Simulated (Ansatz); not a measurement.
This geometry of BH4N + ClH (8 atoms, charge 0, multiplicity 1) is a first-order saddle point.

Computed with RHF/def2-SVP (Ansatz 0.2.0).

```xyz
8
Properties=species:S:1:pos:R:3
B 0.007 -0.121 0.248
N -0.016 0.134 1.723
H -0.808 -0.218 2.234
H 0.840 -0.014 2.230
H 1.067 -0.160 -0.286
H -1.021 -0.412 -0.272
Cl -0.329 2.647 0.591
H -0.161 1.306 1.529
```

Question: Which two structures does it join? (They come from a converged band through this point; their orientation in space is the band's.)

Answer: Bonds broken: Cl7–H8. Bonds formed: B1–Cl7, N2–H8. BH4N + ClH becomes BClH5N.

Initial state:

```xyz
8
Properties=species:S:1:pos:R:3
B 0.056 -0.486 0.213
N 0.034 -0.257 1.590
H -0.794 -0.357 2.141
H 0.866 -0.144 2.133
H 1.102 -0.438 -0.373
H -0.974 -0.707 -0.362
Cl -0.437 3.404 1.259
H -0.273 2.147 1.395
```

Final state:

```xyz
8
Properties=species:S:1:pos:R:3
B -0.007 0.432 0.177
N -0.127 0.175 1.798
H -0.292 -0.799 2.000
H 0.721 0.462 2.263
H 0.942 -0.220 -0.189
H -1.075 0.113 -0.286
Cl 0.304 2.280 0.051
H -0.886 0.717 2.183
```

Question: How far does it lie above each of them?

Answer: 99.4 kJ/mol above the first and 145.0 kJ/mol above the second. This is the barrier of this one path; another mechanism may lie lower. The orbitals stay closed-shell, which can raise the energy where a bond breaks towards radicals; this wasn't checked here.

Time of the run: 81 s on 1 thread of Arm Neoverse V1, on a shared host, peak memory 0.13 GiB.
